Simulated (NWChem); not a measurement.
Total energies of CH3O

SMILES: C[O]
```xyz
5

C      0.0733     0.5594     0.0459
O     -0.1151    -0.7753    -0.0895
H      0.6373     0.6891     1.0038
H      0.7096     1.0174    -0.7426
H     -0.8660     1.1399     0.1789
```
Charge 0, spin multiplicity 2.

All runs are NWChem calculations. All single points use one geometry, from UB3LYP/def2-SVP, a minimum by its harmonic frequencies.

Basis set: 6-31G* (34 functions).

```
method   total energy (Ha)
-------  -----------------
UHF             -114.41743
UMP2            -114.68100
UB2PLYP         -114.92267
UPBE            -114.90626
UB3LYP          -115.04801
UPBE0           -114.91571
```

Total energies of different functionals aren't comparable as a measure of quality: only differences taken within one method are. 

The correlated methods keep 2 core orbitals frozen. B3LYP has NWChem's definition, with VWN1-RPA local correlation. The Pople sets run with spherical d functions. The structure started from a generated list of species. No SCF solution was tested for a lower state. Open-shell Hartree-Fock references start from PBE0 orbitals.
